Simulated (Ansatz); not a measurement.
**One elementary step**

Start structure (CH$_{6}$AlCl, singlet), relaxed at PBE0-D4/def2-TZVP:

```xyz
9
angstrom
Al -0.2730 -0.7011 -1.3359
Cl 0.7774 0.6795 -2.5363
H 0.5255 -1.9448 -0.7902
H -1.8418 -0.5487 -1.2828
H 0.8382 0.7353 0.3541
C 0.1662 0.4930 1.1836
H -0.0024 1.4119 1.7443
H 0.6272 -0.2650 1.8129
H -0.8171 0.1399 0.8503
```

The step: AlH₂Cl ([AlH2][Cl]) + CH₄ → CH₅Al ([CH3][AlH2]) + HCl (still joined by a long Al–Cl bond); bonds formed: Al1–C6, Cl2–H5; bonds broken: H5–C6; bonds weakened to dative contacts: Al1–Cl2. Computed with Ansatz 0.2.0 (basis: def2-TZVPP and def2-QZVPP); correlated methods freeze the cores. Extrapolation: Hartree–Fock as exp(−7.88 √X), correlation as X^−2.97. Energies below are by CCSD(T) at an estimated basis limit (MP2 extrapolated from triple and quadruple zeta, plus CCSD(T) − MP2 in triple zeta).

Q: What are the electronic barrier and the energy of the step, from the start structure to the end structure? (An estimate is asked for; the value comes from the calculation.)

A: By the calculation: Barrier 46.07 kcal/mol; step energy 38.81 kcal/mol (uphill); reverse barrier, their difference, 7.26 kcal/mol. Barrier and step energy count from the start structure, the reverse barrier from the end structure.

The saddle point: One imaginary mode of 490i cm⁻¹.
```
   pair  start (Å)  saddle (Å)  end (Å)
 Al1–C6       2.82        2.03     1.97
 Cl2–H5       2.89        1.40     1.28
Al1–Cl2       2.11        2.49     2.66
  H5–C6       1.09        1.71     2.87
```

Zero-point energy (harmonic, PBE0-D4): ZPE is 38.40 kcal/mol at the start and 35.26 kcal/mol at the saddle, so the barrier goes from 46.07 to 42.94 kcal/mol.

No T1 diagnostic of these runs exceeds 0.010.

Labels in which every atom is bracketed show which atoms are joined, not bond orders.

For scale, one of the runs: CCSD(T)/def2-TZVPP, 199 basis functions, launched by `ansatz run in.yaml --threads 2 --pin off --events-out ev --progress --plain --max-ram 4352MiB`. Time: 44 s of wall clock on 2 CPU threads of an Intel Xeon Platinum 8259CL; the host was shared. Peak host memory: 2.2 GiB.
